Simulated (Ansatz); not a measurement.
**AlH (triplet): from Hartree-Fock to the top rungs at distance Al1–H2 = 3.574 Å, cc-pVQZ**

One table from this session's results is given with a row withheld; the runs are named, their logs left out.

Computed with Ansatz 0.2.0, Gaussian basis. Level: cc-pVQZ, core rule «outside noble gas», up to 5 orbitals frozen.

To be run: UHF; CCSD(T) on ROHF; CCSD(T) on UHF; BCCD(T) on ROHF; CCSDT(Q) on ROHF; CCSDT(Q) on UHF; CASSCF and NEVPT2, 4 electrons in 5 orbitals; Full CI.

17 further runs of the same task are left out: 4 for a known fault of the program, 10 that didn't finish, 3 set aside as unsound or not needed.

### What is computed

The geometry derives from a PBE0/def2-TZVP stationary point (not a proven minimum). One bond is set to the value named and the two fragments are kept rigid.

2 atoms, charge 0, spin multiplicity 3.

Atoms are counted from 1 here; the program's logs count them from 0.

No contacts short enough for the rule that draws bonds.

Coordinates:

```csv
atom,x (Å),y (Å),z (Å)
Al1,0.00000,0.00000,0.00000
H2,0.00000,0.00000,3.57400
```

Set-up of the first run:

in.yaml

```yaml
crystal:
  periodic: [false, false, false]
  atoms:
    - {symbol: Al, position_ang: [0.000000, 0.000000, 0.000000]}
    - {symbol: H, position_ang: [0.000000, 0.000000, 3.574000]}
basis:
  gaussian: {orbitals: cc-pVQZ}
magnetization: {spin_polarized: true, initial_magnetization: 2}
hamiltonian: {xc: hf}
output: {orbitals: {seedname: orbitals}}
```

Run with:

```sh
$ ansatz run in.yaml --threads 1 --pin off --events-out ev --progress --plain --max-ram 2393MiB
```

Steps of the session up to this table: UHF; CCSD(T) on ROHF; CCSD(T) on UHF; BCCD(T) on ROHF; CCSDT(Q) on ROHF; CCSDT(Q) on UHF; CASSCF and NEVPT2, 4 electrons in 5 orbitals; Full CI.

One of the session's tables, all rows but one given; the rest of the session is left out.

```
        method  from FCI (meV)
          ROHF         +1587.0
           UHF               ?
          RMP2          +423.7
          UMP2          +434.0
         RCCSD           +54.4
         UCCSD           +48.8
      RCCSD(T)           +13.0
      UCCSD(T)           +12.8
       BCCD(T)           +13.3
        RCCSDT             0.0
        UCCSDT            -0.2
     RCCSDT(Q)            -0.1
     UCCSDT(Q)            -0.2
CASSCF valence          +922.1
NEVPT2 valence          +281.3
           FCI               0
```

Estimate the missing values for UHF.

**Answer.** from FCI (meV): +1479.0. In the column «from FCI (meV)» it lies between CASSCF valence (+922.1) and ROHF (+1587.0).

Limits of these values: Levels on UHF freeze UHF's core orbitals, full CI those of ROHF, so the U rows can settle a little off it for that reason alone. Restricted and unrestricted rows rest on different reference determinants; where their highest levels disagree by more than a few hundredths of an eV, they describe different states and don't form one ladder.
